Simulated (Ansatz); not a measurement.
**CH4Al2: how energies converge with the basis set**

Aim: see how fast density functionals converge with the basis set for CH4Al2.

The runs use Ansatz 0.2.0, Gaussian basis; one geometry, several basis sets.

Plan: PBE0-D4/def2-SVP; ωB97M-V/def2-SVP; PBE0-D4/def2-QZVPP; ωB97M-V/def2-QZVPP; the functionals' def2-TZVPP values are taken from earlier runs.

1 further run of the same task is left out (it didn't finish).

### Step 1. The relaxed structure

The geometry comes from an earlier relaxation with PBE0-D4 in a triple-zeta def2 set; it is a stationary point, not always the lowest conformer.

SMILES `[CH2]1[AlH][AlH]1`, 7 atoms, charge 0, spin multiplicity 1.

Atoms are counted from 1 here; the program's logs count them from 0.

Bond lengths: C1–Al2 1.958 Å, C1–Al3 1.958 Å, C1–H4 1.090 Å, C1–H5 1.126 Å, Al2–Al3 2.439 Å, Al2–H6 1.593 Å, Al3–H7 1.593 Å. Angles: Al2–C1–Al3 77.0°, Al2–C1–H4 137.1°, Al2–C1–H5 91.6°, Al3–C1–H4 137.1°, Al3–C1–H5 91.7°, H4–C1–H5 108.4°, C1–Al2–Al3 51.5°, C1–Al2–H6 136.3°, Al3–Al2–H6 167.5°, C1–Al3–Al2 51.5°, C1–Al3–H7 136.3°, Al2–Al3–H7 167.4°.

### Step 2. PBE0-D4 in def2-SVP

Contents of in.yaml:

```yaml
crystal:
  periodic: [false, false, false]
  atoms:
    - {symbol: C, position_ang: [-0.661670, -0.118702, -0.413429]}
    - {symbol: Al, position_ang: [0.072880, 0.914641, 1.079064]}
    - {symbol: Al, position_ang: [1.158705, -0.820680, -0.246661]}
    - {symbol: H, position_ang: [-1.637462, -0.494025, -0.721729]}
    - {symbol: H, position_ang: [-0.328910, 0.658816, -1.156572]}
    - {symbol: H, position_ang: [-0.506461, 1.870989, 2.214225]}
    - {symbol: H, position_ang: [1.964118, -2.078941, -0.800697]}
basis:
  gaussian: {orbitals: def2-SVP}
hamiltonian: {xc: pbe0, dispersion: d4}
output: {orbitals: {seedname: orbitals}}
```

The run is started by

```console
$ ansatz run in.yaml --threads 2 --pin off --events-out ev --progress --plain --max-ram 4352MiB
```

After this run come: ωB97M-V in def2-SVP; PBE0-D4 in def2-QZVPP; ωB97M-V in def2-QZVPP.

Before running them: what should the planned runs give, taken together? Wanted: PBE0-D4: double and triple zeta above quadruple; ωB97M-V: double and triple zeta above quadruple.

**Answer**, as computed:

```
                                       quantity          value
PBE0-D4: double and triple zeta above quadruple  6.29, 0.46 eV
ωB97M-V: double and triple zeta above quadruple  6.33, 0.45 eV
```

**Reading.** PBE0-D4 gains 5.83 eV from double to triple zeta, then 0.46 eV more. Total energies overstate the basis error of differences, where much of it tends to cancel.
